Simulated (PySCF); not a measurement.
# C3H5FS: a tour of settings

Which settings matter for C3H5FS (`C=C(F)SC`)?

Computed with PySCF 2.14.0, with density-fitted response routines of our own, on a single molecule in the gas phase. Atoms count from 0, in the outputs and in this text.

## (1) The starting structure

10 atoms, charge 0, multiplicity 1; geometry from: GFN2-xTB.

Bonds of the start (Å): C0–C1 1.32, C1–F2 1.34, C1–S3 1.76, S3–C4 1.82, C0–H5 1.07, C0–H6 1.07, C4–H7 1.08, C4–H8 1.09, C4–H9 1.09.

## (2) Nuclear shieldings: BHandHLYP/pcSseg-1

What the job is given:

```
{"job": {"kind": "nmr", "xc": "BHandHLYP", "basis": "pcSseg-1", "pop": true}, "charge": 0, "multiplicity": 1}
C      2.120488    -0.145707    -0.171288
C      0.874189     0.008982     0.242611
F      0.605924     0.520511     1.457175
S     -0.557609    -0.414430    -0.697927
C     -1.879695     0.051976     0.460839
H      2.319495    -0.554650    -1.141938
H      2.948665     0.133146     0.453536
H     -2.811462    -0.177714    -0.045183
H     -1.819215     1.114442     0.676322
H     -1.791898    -0.531902     1.372088
```

With the program's defaults for keys left out, this is: GIAO BHandHLYP/pcSseg-1 NMR shielding, non-relativistic, gas phase.

Run with:

```console
> OMP_NUM_THREADS=1 python probes_run.py task.json out
```

This one command runs all jobs of the session in turn.

Standard output:

```text
coarse grid: 9072 points
cycle   1  E = -615.0791827125  dE =  6.362e-01  |g| = 5.202e-01  |ddm| = 2.791e+00
cycle   2  E = -615.0759861539  dE =  3.197e-03  |g| = 5.762e-01  |ddm| = 6.163e-01
cycle   3  E = -615.1363314494  dE = -6.035e-02  |g| = 4.132e-02  |ddm| = 3.407e-01
cycle   4  E = -615.1367991887  dE = -4.677e-04  |g| = 2.042e-02  |ddm| = 6.149e-02
cycle   5  E = -615.1368965280  dE = -9.734e-05  |g| = 5.836e-03  |ddm| = 2.115e-02
cycle   6  E = -615.1369032170  dE = -6.689e-06  |g| = 1.844e-03  |ddm| = 6.137e-03
final grid: 83840 points
cycle   7  E = -615.1650915743  dE = -1.102e-05  |g| = 2.393e-03  |ddm| = 9.732e-03
cycle   8  E = -615.1650916958  dE = -1.215e-07  |g| = 2.401e-03  |ddm| = 3.498e-03
cycle   9  E = -615.1650929641  dE = -1.268e-06  |g| = 2.350e-04  |ddm| = 1.663e-03
cycle  10  E = -615.1650929746  dE = -1.055e-08  |g| = 1.171e-04  |ddm| = 2.560e-04
cycle  11  E = -615.1650929780  dE = -3.369e-09  |g| = 2.774e-05  |ddm| = 1.058e-04
cycle  12  E = -615.1650929782  dE = -1.917e-10  |g| = 6.234e-06  |ddm| = 3.578e-05
converged SCF energy = -615.1650929782

GIAO shielding tensors (ppm)
atom      isotropic    diamagn.    paramagn.     s11        s22        s33       span
  0 C       92.680     255.098    -162.417    -16.149    133.417    160.773    176.923
  1 C       11.027     254.379    -243.352   -102.932     67.767     68.244    171.176
  2 F      289.945     476.885    -186.941    202.690    306.242    360.902    158.212
  3 S      494.273    1056.459    -562.186    313.705    374.700    794.415    480.710
  4 C      169.557     248.649     -79.092    157.420    168.361    182.890     25.470
  5 H       27.426      31.040      -3.615     25.090     25.237     31.950      6.860
  6 H       26.810      29.361      -2.551     22.895     25.017     32.517      9.622
  7 H       30.166      28.838       1.328     25.468     26.979     38.049     12.581
  8 H       29.312      29.830      -0.519     24.103     27.486     36.347     12.245
  9 H       29.317      29.639      -0.322     24.113     27.481     36.357     12.244
```

Wall time 10 s (1 thread of Arm Neoverse V1, shared host); peak memory 0.52 GiB.

Shifts follow as δ = σ(reference) − σ, with reference shieldings (ppm) from runs at the same level and on the same kind of geometry: 1H TMS 31.90, 13C TMS 186.6, 19F CFCl3 198.6. The references are single molecules in the gas phase, so shifts against H2O, NH3, PH3, H3PO4 or CFCl3 are not on the usual liquid scales and can be off by tens of ppm. Atoms listed in one row are averaged.

```csv
atoms,environment,σ (ppm),δ (ppm)
C1,fully substituted alkene carbon bonded to F,11.0,175.6
C0,terminal =CH2 carbon,92.7,93.9
C4,methyl carbon bonded to S,169.6,17.0
H6,hydrogen on a terminal =CH2 carbon,26.81,5.09
H5,hydrogen on a terminal =CH2 carbon,27.43,4.47
"H7, H8, H9",hydrogen on a methyl carbon bonded to S,29.60,2.30
F2,vinylic fluorine,289.9,-91.4
S3,sulfide sulfur,494,–
```

Charges from the same density, by scheme (e):

```csv
atoms,Mulliken,IAO,Hirshfeld,ESP fit
C0,-0.17,-0.39,-0.16,-0.76
C1,0.12,0.20,0.08,0.40
F2,-0.31,-0.29,-0.08,-0.15
S3,0.00,0.15,0.03,-0.15
C4,-0.31,-0.47,-0.12,-0.43
```

Mayer bond orders: C0–C1 1.89, C1–F2 0.90, C1–S3 1.00, S3–C4 0.99.

The fields below are evaluated on a grid from the run's orbitals.

Frontier orbitals at BHandHLYP/pcSseg-1, with the share of their density that lies nearest to each atom:

```csv
orbital,energy (eV),lies on
HOMO,-7.39,S3 50 %; C0 25 %; C1 10 %
LUMO,1.48,"S3 33 %; H7, H8, H9 about 12 % each; C4 12 %"
```

ELF in a plane through or near 8 of the atoms.

Ten even steps from '0' (0.00) to '9' (1.00):
```
0000000000000000000000000000
0000000000000000000000000000
0000000000000000000000000000
0000000000012100000000000000
0000000000245420000000000000
0000024300488763000000000000
0000499920385584000000000000
0000999980167772024310000000
0001899984435510156521000000
0000489824894522442254200000
0000146581812855757288720000
0000027854547822884999960000
0000179997114277264999970000
0000199998014532340599930000
0000069994015888840035300000
0000004540014788720000000000
0000000000013576410000000000
0000000000000222100000000000
0000000000000000000000000000
0000000000000000000000000000
```
The map spans 11.0 Å across and 8.0 Å up, centred on the molecule. Atoms in the plane (x, y in Å): C0 (-2.2, -0.1), C1 (-0.9, 0.1), F2 (-0.4, 1.4), S3 (0.4, -1.1), C4 (1.9, -0.1), H5 (-2.5, -1.1), H6 (-2.9, 0.7), H7 (2.7, -0.8).

On the surface of density 0.002 e/bohr³ the electrostatic potential runs, from the 1st to the 99th percentile, from -0.75 V near S3 to 1.07 V near H7.

## (3) Nuclear shieldings: PW91/def2-SVPD

Settings changed since step 2:

```diff
@@ -1,2 +1,2 @@
-{"job": {"kind": "nmr", "xc": "BHandHLYP", "basis": "pcSseg-1", "pop": true}, "charge": 0, "multiplicity": 1}
+{"job": {"kind": "nmr", "xc": "PW91", "basis": "def2-SVPD", "pop": true, "scf": {"conv": 1e-11}}, "charge": 0, "multiplicity": 1}
 C      2.120488    -0.145707    -0.171288
```

Level: GIAO PW91/def2-SVPD NMR shielding, non-relativistic, gas phase.

Standard output:

```text
final grid: 83840 points
cycle   1  E = -614.8963806075  dE =  4.344e-01  |g| = 5.648e-01  |ddm| = 4.629e+00
cycle   2  E = -614.7071121601  dE =  1.893e-01  |g| = 1.024e+00  |ddm| = 1.660e+00
cycle   3  E = -614.9569706763  dE = -2.499e-01  |g| = 2.100e-01  |ddm| = 1.245e+00
cycle   4  E = -614.9697584415  dE = -1.279e-02  |g| = 5.576e-02  |ddm| = 3.169e-01
cycle   5  E = -614.9701984579  dE = -4.400e-04  |g| = 3.181e-02  |ddm| = 9.684e-02
cycle   6  E = -614.9704200126  dE = -2.216e-04  |g| = 5.191e-03  |ddm| = 4.287e-02
cycle   7  E = -614.9704254671  dE = -5.455e-06  |g| = 2.397e-03  |ddm| = 1.080e-02
cycle   8  E = -614.9704271197  dE = -1.653e-06  |g| = 3.746e-04  |ddm| = 4.422e-03
cycle   9  E = -614.9704271559  dE = -3.619e-08  |g| = 1.329e-04  |ddm| = 1.063e-03
cycle  10  E = -614.9704271599  dE = -4.065e-09  |g| = 6.028e-05  |ddm| = 3.242e-04
cycle  11  E = -614.9704271610  dE = -1.041e-09  |g| = 8.110e-06  |ddm| = 1.024e-04
cycle  12  E = -614.9704271610  dE = -1.978e-11  |g| = 1.993e-06  |ddm| = 1.793e-05
cycle  13  E = -614.9704271610  dE = -2.501e-12  |g| = 1.394e-06  |ddm| = 4.008e-06
converged SCF energy = -614.9704271610

GIAO shielding tensors (ppm)
atom      isotropic    diamagn.    paramagn.     s11        s22        s33       span
  0 C      113.184     285.413    -172.230     25.807    143.195    170.550    144.743
  1 C       26.093     245.043    -218.950    -60.846     69.524     69.601    130.447
  2 F      267.360     470.428    -203.067    190.787    267.620    343.674    152.887
  3 S      523.009    1052.577    -529.568    383.773    412.586    772.668    388.895
  4 C      172.023     247.905     -75.882    161.931    169.100    185.037     23.106
  5 H       27.452      35.004      -7.552     25.274     25.671     31.411      6.137
  6 H       27.171      30.688      -3.517     23.731     26.063     31.718      7.988
  7 H       29.943      27.973       1.970     25.567     27.377     36.884     11.317
  8 H       28.979      28.158       0.822     24.099     27.086     35.753     11.654
  9 H       28.986      27.687       1.299     24.111     27.084     35.763     11.653
```

Run time: 17 s. Hardware: 1 thread of Arm Neoverse V1, shared host; peak memory 0.66 GiB.

In short: δ C1 163.6, C0 76.5, C4 17.7, F2 -99.2, H6 4.63, H5 4.34 ppm.

## (4) Shielding tensors: B97-2/pcSseg-1

Settings changed since step 3:

```diff
@@ -1,2 +1,2 @@
-{"job": {"kind": "nmr", "xc": "PW91", "basis": "def2-SVPD", "pop": true, "scf": {"conv": 1e-11}}, "charge": 0, "multiplicity": 1}
+{"job": {"kind": "nmr", "xc": "B97-2", "basis": "pcSseg-1", "pop": true, "grid": 1}, "charge": 0, "multiplicity": 1}
 C      2.120488    -0.145707    -0.171288
```

Level: GIAO B97-2/pcSseg-1 NMR shielding, non-relativistic, gas phase.

Standard output:

```text
final grid: 39520 points
cycle   1  E = -615.1874697170  dE =  5.237e-01  |g| = 5.281e-01  |ddm| = 2.848e+00
cycle   2  E = -615.1241806274  dE =  6.329e-02  |g| = 7.712e-01  |ddm| = 7.716e-01
cycle   3  E = -615.2405454617  dE = -1.164e-01  |g| = 9.093e-02  |ddm| = 5.138e-01
cycle   4  E = -615.2426256697  dE = -2.080e-03  |g| = 3.131e-02  |ddm| = 1.136e-01
cycle   5  E = -615.2428065298  dE = -1.809e-04  |g| = 1.229e-02  |ddm| = 3.026e-02
cycle   6  E = -615.2428342486  dE = -2.772e-05  |g| = 2.197e-03  |ddm| = 1.143e-02
cycle   7  E = -615.2428353152  dE = -1.067e-06  |g| = 7.233e-04  |ddm| = 2.522e-03
cycle   8  E = -615.2428354543  dE = -1.391e-07  |g| = 1.389e-04  |ddm| = 9.000e-04
cycle   9  E = -615.2428354593  dE = -4.954e-09  |g| = 2.880e-05  |ddm| = 1.685e-04
cycle  10  E = -615.2428354595  dE = -1.937e-10  |g| = 8.787e-06  |ddm| = 3.502e-05
converged SCF energy = -615.2428354595

GIAO shielding tensors (ppm)
atom      isotropic    diamagn.    paramagn.     s11        s22        s33       span
  0 C       97.740     255.295    -157.555     -1.483    134.704    160.000    161.483
  1 C       16.465     254.895    -238.430    -81.916     64.528     66.782    148.697
  2 F      267.892     476.257    -208.365    178.428    282.162    343.085    164.657
  3 S      486.698    1057.338    -570.640    319.353    370.501    770.241    450.887
  4 C      168.373     249.627     -81.254    156.952    165.054    183.113     26.162
  5 H       27.444      31.056      -3.612     25.133     25.362     31.838      6.705
  6 H       26.856      29.408      -2.551     22.997     25.188     32.385      9.389
  7 H       30.067      28.816       1.251     25.503     26.975     37.722     12.219
  8 H       29.243      29.914      -0.671     24.141     27.379     36.209     12.068
  9 H       29.248      29.708      -0.460     24.151     27.374     36.219     12.068
```

Run time: 5.6 s. Hardware: 1 thread of Arm Neoverse V1, shared host; peak memory 0.49 GiB.

In short: δ C1 169.7, C0 88.5, C4 17.8, F2 -96.1, H6 4.97, H5 4.38 ppm.

## (5) Ultraviolet spectrum: revPBE/def2-SVPD

Settings changed since step 4:

```diff
@@ -1,2 +1,2 @@
-{"job": {"kind": "nmr", "xc": "B97-2", "basis": "pcSseg-1", "pop": true, "grid": 1}, "charge": 0, "multiplicity": 1}
+{"job": {"kind": "uv", "xc": "revPBE", "basis": "def2-SVPD", "nstates": 12, "ntriplets": 5, "tda": false}, "charge": 0, "multiplicity": 1}
 C      2.120488    -0.145707    -0.171288
```

With the program's defaults for keys left out, this is: TDDFT revPBE/def2-SVPD, vertical, gas phase, core orbitals frozen in the response.

Standard output:

```text
coarse grid: 9072 points
cycle   1  E = -614.7625683334  dE =  4.274e-01  |g| = 5.484e-01  |ddm| = 4.564e+00
cycle   2  E = -614.5808147915  dE =  1.818e-01  |g| = 9.955e-01  |ddm| = 1.651e+00
cycle   3  E = -614.8196467299  dE = -2.388e-01  |g| = 2.062e-01  |ddm| = 1.242e+00
cycle   4  E = -614.8318988555  dE = -1.225e-02  |g| = 5.364e-02  |ddm| = 3.066e-01
cycle   5  E = -614.8323105533  dE = -4.117e-04  |g| = 2.986e-02  |ddm| = 9.485e-02
cycle   6  E = -614.8325074156  dE = -1.969e-04  |g| = 4.966e-03  |ddm| = 4.224e-02
cycle   7  E = -614.8325122957  dE = -4.880e-06  |g| = 2.328e-03  |ddm| = 1.059e-02
final grid: 83840 points
cycle   8  E = -614.9197464250  dE =  6.184e-06  |g| = 1.698e-02  |ddm| = 1.258e-01
cycle   9  E = -614.9195606853  dE =  1.857e-04  |g| = 3.080e-02  |ddm| = 6.506e-02
cycle  10  E = -614.9198210468  dE = -2.604e-04  |g| = 2.872e-03  |ddm| = 4.417e-02
cycle  11  E = -614.9198232479  dE = -2.201e-06  |g| = 7.874e-04  |ddm| = 3.909e-03
cycle  12  E = -614.9198234114  dE = -1.635e-07  |g| = 1.926e-04  |ddm| = 1.554e-03
cycle  13  E = -614.9198234199  dE = -8.552e-09  |g| = 7.965e-05  |ddm| = 3.473e-04
cycle  14  E = -614.9198234217  dE = -1.731e-09  |g| = 1.055e-05  |ddm| = 1.434e-04
cycle  15  E = -614.9198234217  dE = -1.296e-11  |g| = 7.466e-06  |ddm| = 2.505e-05
converged SCF energy = -614.9198234217

Static polarisability (au): isotropic 62.305, principal 44.737 56.120 86.056

Singlet excitations
state   eV       nm        f      main configurations
  1   4.5953    269.8   0.00033   H->L 0.99
  2   5.4174    228.9   0.20694   H->L+1 0.87
  3   5.4355    228.1   0.00142   H->L+2 0.99
  4   5.9042    210.0   0.00366   H->L+3 0.94
  5   6.2047    199.8   0.00763   H->L+4 0.96
  6   6.3934    193.9   0.00050   H->L+5 0.97
  7   6.5533    189.2   0.02563   H->L+6 0.93
  8   6.6782    185.7   0.00034   H-1->L 0.94
  9   6.7886    182.6   0.01384   H->L+7 0.96
 10   7.1405    173.6   0.00625   H->L+8 0.96
 11   7.4372    166.7   0.00123   H->L+9 0.88, H-2->L+1 0.09
 12   7.5512    164.2   0.03373   H-1->L+2 0.98

Triplet excitations (Tamm-Dancoff, eV): 3.9278 4.3271 5.2984 5.5526 6.0325
```

Wall time 19 s (1 thread of Arm Neoverse V1, shared host); peak memory 0.49 GiB.

The orbitals next to the gap, with their largest atomic shares:

```csv
orbital,eV,atoms
HOMO−3,-9.39,"S3 25 %, C4 20 %, F2 15 %"
HOMO−2,-8.18,"S3 55 %, F2 18 %, C4 11 %"
HOMO−1,-7.33,"S3 27 %, C1 26 %, F2 19 %"
HOMO,-5.23,"S3 43 %, C0 25 %, C1 15 %"
LUMO,-0.72,"S3 48 %, C4 18 %, C1 9 %"
LUMO+1,-0.68,"C1 35 %, C0 29 %, S3 14 %"
LUMO+2,0.18,"S3 42 %, C0 15 %, C4 12 %"
```

With each of the 12 states as a Gaussian band of 0.4 eV half-width at 1/e, the curve within the window shown has maxima at 229 nm (ε 8,500), 188 nm (ε 1,700), 165 nm (ε 1,500) L/(mol cm). Beyond the last state computed it falls off for lack of states. The curve at chosen wavelengths:

nm, ε (L/mol/cm) and a bar:
```
      158        807 ###
      164       1507 #####
      170       1318 #####
      176       1144 ####
      182       1465 #####
      188       1672 ######
      194       1435 #####
      201       1131 ####
      207       1610 ######
      213       3326 ############
      219       5941 #####################
      225       8048 #############################
      231       8343 ##############################
      237       6834 #########################
      243       4569 ################
      249       2569 #########
      255       1249 ####
      261        540 ##
      267        216 #
      274         72 
      280         30 
      286         14 
      292          8 
      298          5 
      304          3 
      310          1
```

Leading natural transition orbitals of singlet state 2: the hole lies on S3 67 %; C0 14 %; the particle on C1 33 %; C0 18 %; H5 14 %.

Leading natural transition orbitals of singlet state 1: the hole lies on S3 47 %; C0 27 %; C1 9 %; the particle on S3 32 %; H7 15 %; H8, H9 about 10 % each.

Ground-state properties from the same run:

```csv
property,computed
dipole moment (D),0.97
polarisability (Å³),9.23
HOMO–LUMO gap (eV),4.51
−ε(HOMO) (eV),5.23
```

## (6) TDDFT and polarisability: OLYP/def2-TZVPP

Settings changed since step 5:

```diff
@@ -1,2 +1,2 @@
-{"job": {"kind": "uv", "xc": "revPBE", "basis": "def2-SVPD", "nstates": 12, "ntriplets": 5, "tda": false}, "charge": 0, "multiplicity": 1}
+{"job": {"kind": "uv", "xc": "OLYP", "basis": "def2-TZVPP", "nstates": 25, "ntriplets": 5, "tda": true, "grid": 1}, "charge": 0, "multiplicity": 1}
 C      2.120488    -0.145707    -0.171288
```

With the program's defaults for keys left out, this is: TDA OLYP/def2-TZVPP, vertical, gas phase, core orbitals frozen in the response.

Standard output:

```text
final grid: 39520 points
cycle   1  E = -615.2932238108  dE =  4.495e-01  |g| = 6.142e-01  |ddm| = 2.522e+00
cycle   2  E = -615.1251813199  dE =  1.680e-01  |g| = 1.052e+00  |ddm| = 1.135e+00
cycle   3  E = -615.3607310311  dE = -2.355e-01  |g| = 2.032e-01  |ddm| = 7.687e-01
cycle   4  E = -615.3721849760  dE = -1.145e-02  |g| = 6.192e-02  |ddm| = 2.297e-01
cycle   5  E = -615.3727736380  dE = -5.887e-04  |g| = 3.560e-02  |ddm| = 6.067e-02
cycle   6  E = -615.3730366991  dE = -2.631e-04  |g| = 4.764e-03  |ddm| = 2.612e-02
cycle   7  E = -615.3730402030  dE = -3.504e-06  |g| = 2.880e-03  |ddm| = 5.917e-03
cycle   8  E = -615.3730423022  dE = -2.099e-06  |g| = 5.313e-04  |ddm| = 2.589e-03
cycle   9  E = -615.3730423716  dE = -6.942e-08  |g| = 1.805e-04  |ddm| = 6.092e-04
cycle  10  E = -615.3730423781  dE = -6.549e-09  |g| = 7.404e-05  |ddm| = 1.942e-04
cycle  11  E = -615.3730423796  dE = -1.431e-09  |g| = 1.556e-05  |ddm| = 6.606e-05
cycle  12  E = -615.3730423796  dE = -6.276e-11  |g| = 1.684e-06  |ddm| = 1.351e-05
converged SCF energy = -615.3730423796

Static polarisability (au): isotropic 58.109, principal 38.736 51.784 83.807

Singlet excitations
state   eV       nm        f      main configurations
  1   4.6129    268.8   0.00017   H->L 1.00
  2   5.8280    212.7   0.28392   H->L+1 0.81, H-1->L+1 0.13
  3   6.0709    204.2   0.00020   H->L+3 0.88, H->L+2 0.12
  4   6.2397    198.7   0.00050   H->L+2 0.84, H->L+3 0.12
  5   6.6563    186.3   0.00003   H-1->L 0.74, H->L+4 0.24
  6   6.7330    184.1   0.00002   H->L+4 0.74, H-1->L 0.23
  7   6.9950    177.2   0.00319   H->L+5 0.94
  8   7.2829    170.2   0.00350   H->L+6 0.96
  9   7.3771    168.1   0.01833   H->L+7 0.96
 10   7.7294    160.4   0.00053   H-2->L+1 0.96
 11   7.8470    158.0   0.22996   H-2->L 0.64, H-1->L+1 0.20
 12   8.1485    152.2   0.00372   H-1->L+3 0.86, H-1->L+2 0.13
 13   8.2219    150.8   0.00044   H->L+8 0.49, H-1->L+2 0.40, H-1->L+3 0.09
 14   8.3039    149.3   0.00220   H->L+8 0.49, H-1->L+2 0.42
 15   8.3214    149.0   0.05644   H-1->L+1 0.48, H-2->L 0.20
 16   8.8050    140.8   0.00025   H-3->L+1 0.95
 17   8.8299    140.4   0.01194   H-1->L+4 0.94
 18   8.9846    138.0   0.01756   H-2->L+3 0.45, H-3->L 0.44
 19   9.0314    137.3   0.00078   H-1->L+5 0.94
 20   9.1238    135.9   0.08688   H-4->L 0.84, H-3->L 0.08
 21   9.2086    134.6   0.04263   H-2->L+3 0.40, H-3->L 0.22, H-2->L+2 0.19
 22   9.2158    134.5   0.00084   H-4->L+1 0.94
 23   9.3535    132.6   0.00775   H-1->L+6 0.87
 24   9.3637    132.4   0.04617   H-2->L+2 0.58, H-2->L+4 0.09
 25   9.4042    131.8   0.00154   H->L+9 0.65, H->L+10 0.11, H-1->L+6 0.10

Triplet excitations (Tamm-Dancoff, eV): 4.0170 4.3093 5.6797 5.9412 6.0989
```

It took 22 s on 1 thread of Arm Neoverse V1, shared host; peak memory 0.64 GiB.

In short: HOMO -5.05 eV, LUMO -0.56 eV; lowest singlet 4.61 eV.

## (7) Comparing the runs: NMR shifts

Shifts (ppm), means over like atoms, with basis size and wall time:

```csv
run,C1,C0,C4,H6,H5,H7,F2,functions,time
BHandHLYP/pcSseg-1,175.6,93.9,17.0,5.09,4.47,2.30,-91.4,117,10 s
PW91/def2-SVPD,163.6,76.5,17.7,4.63,4.34,2.49,-99.2,150,17 s
B97-2/pcSseg-1,169.7,88.5,17.8,4.97,4.38,2.30,-96.1,117,5.6 s
```

## (8) Side by side: electronic excitations

Excitations and ground-state properties, with basis size and wall time:

```csv
run,lowest singlet (eV),brightest (eV),f,gap (eV),α (Å³),μ (D),functions,time
revPBE/def2-SVPD,4.60,5.42,0.207,4.51,9.23,0.97,150,19 s
OLYP/def2-TZVPP,4.61,5.83,0.284,4.50,8.61,1.03,236,22 s
```

## (9) What came out

```
                                                                   quantity                        value
                                13C shifts against TMS (BHandHLYP/pcSseg-1)        175.6, 93.9, 17.0 ppm
1H shifts against TMS (BHandHLYP/pcSseg-1, means over atoms taken as alike)         5.09, 4.47, 2.30 ppm
                              19F shifts against CFCl3 (BHandHLYP/pcSseg-1)                    -91.4 ppm
                                       shieldings of S (BHandHLYP/pcSseg-1)                 S3 494.3 ppm
 potential on the surface of density 0.002 e/bohr³, 1st and 99th percentile           -0.75 V and 1.07 V
                                          lowest singlet (revPBE/def2-SVPD)  4.60 eV (270 nm), f = 0.000
                                   brightest single state of those computed  state 2, 5.42 eV, f = 0.207
                                                             lowest triplet                      3.93 eV
                                                   range of the shift of C0             76.5 to 93.9 ppm
                                                range of the lowest singlet              4.60 to 4.61 eV
```

What this shows: Single values in the summary come from the first sound run of each kind (BHandHLYP/pcSseg-1; revPBE/def2-SVPD), which need not be the best level. At BHandHLYP/pcSseg-1: The largest span, 481 ppm, is at S3, where the paramagnetic term is -562 ppm. The lowest singlet, at 4.60 eV, is HOMO→LUMO 0.99 and is dark; of the 12 states computed, the strongest absorption comes from state 2 at 5.42 eV. The lowest triplet lies 0.67 eV below the lowest singlet (triplets in Tamm-Dancoff, singlets in full TDDFT). At revPBE/def2-SVPD, states above −ε(HOMO) (5.23 eV) lie where TDDFT describes them poorly and they hang on the basis; the brightest is among them. Among the atoms with a shift in every run: In ppm, C0 moves most: its shift spreads over 17.4 ppm, from 76.5 (PW91/def2-SVPD) to 93.9 (BHandHLYP/pcSseg-1). The lowest singlet runs from 4.60 eV (revPBE/def2-SVPD) to 4.61 eV (OLYP/def2-TZVPP), while the orbital gap spans 4.50 to 4.51 eV. Some runs use the Tamm-Dancoff approximation and others full TDDFT, which shifts states apart from functional and basis. The lowest state need not be the same one in every run. The runs solved for a few states only, so the brightest column depends on that window.
